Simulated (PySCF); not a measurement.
First SCF of a structure search on triplet SiH2, at a hand-made linear geometry. PySCF input:

```python
from pyscf import gto, scf, dft
mol = gto.M(atom='''
Si     0.000000     0.000000     0.000000
H      0.000000     0.000000     1.480000
H      0.000000     0.000000    -1.480000''',
    basis={'Si': 'def2-TZVP', 'H': 'def2-TZVP'},
    charge=0, spin=2)
mf = dft.UKS(mol, xc='PBE')
mf.grids.atom_grid = (50, 194)
aux = {'Si': 'def2-universal-JKFIT', 'H': 'def2-universal-JKFIT'}
mf = mf.density_fit(auxbasis=aux)
mf.conv_tol = 1e-08
mf.diis_space = 10
mf.max_cycle = 60
mf.init_guess = 'minao'
mf.verbose = 4
mf.kernel()
```

Excerpt of the output (cycles alone):

```
init E= -290.323377521454
cycle= 1 E= -290.395119897231  delta_E= -0.0717  |g|= 0.082  |ddm|=    1
cycle= 2 E= -290.399012682416  delta_E= -0.00389  |g|= 0.0434  |ddm|= 0.125
cycle= 3 E= -290.39948842375  delta_E= -0.000476  |g|= 0.00883  |ddm|= 0.037
cycle= 4 E= -290.39955236857  delta_E= -6.39e-05  |g|= 0.00332  |ddm|= 0.0195
cycle= 5 E= -290.39956232718  delta_E= -9.96e-06  |g|= 0.000533  |ddm|= 0.00658
cycle= 6 E= -290.399562621363  delta_E= -2.94e-07  |g|= 4.41e-05  |ddm|= 0.00113
cycle= 7 E= -290.399562623225  delta_E= -1.86e-09  |g|= 9.6e-06  |ddm|= 8.74e-05
Extra cycle  E= -290.399562623293  delta_E= -6.75e-11  |g|= 4.59e-06  |ddm|= 1.72e-05
converged SCF energy = -290.399562623293  <S^2> = 2.0166068  2S+1 = 3.0110509
```

No lower solution of this spin was found from smeared starts or by a stability analysis within the unrestricted form.

The search for the lowest solution, 3 starts and the stability check together, took 2.8 s on 2 threads of a shared Arm Neoverse V2 host, with 49 basis functions; the process peaked at 0.26 GiB.
